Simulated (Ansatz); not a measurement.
Cl₂HSi, SMILES `Cl[SiH]Cl` radical, relaxed with UKS PBE0-D4/def2-TZVP in the Gaussian-basis code of Ansatz from a GFN2-xTB geometry. The force threshold is 0.005 eV/Å; the program also tests the step.

Charge 0, multiplicity 2.

Start:

```xyz
4

Cl   -0.959    0.337   -1.560
Si   -0.237    0.229    0.324
Cl    0.282   -1.671    0.775
H     0.913    1.105    0.460
```

```csv
step,energy (eV),largest force (eV/Å),largest move (Å)
1,-32930.1405,0.803,0.000
2,-32930.1690,0.161,0.051
3,-32930.1713,0.029,0.020
4,-32930.1714,0.001,0.003
```

End:

```xyz
4

Cl   -0.959    0.345   -1.580
Si   -0.270    0.234    0.345
Cl    0.297   -1.683    0.782
H     0.932    1.104    0.453
```

Hardware: 2 threads of a server CPU on a shared host. Wall time 16 s, peak host memory 0.28 GiB.
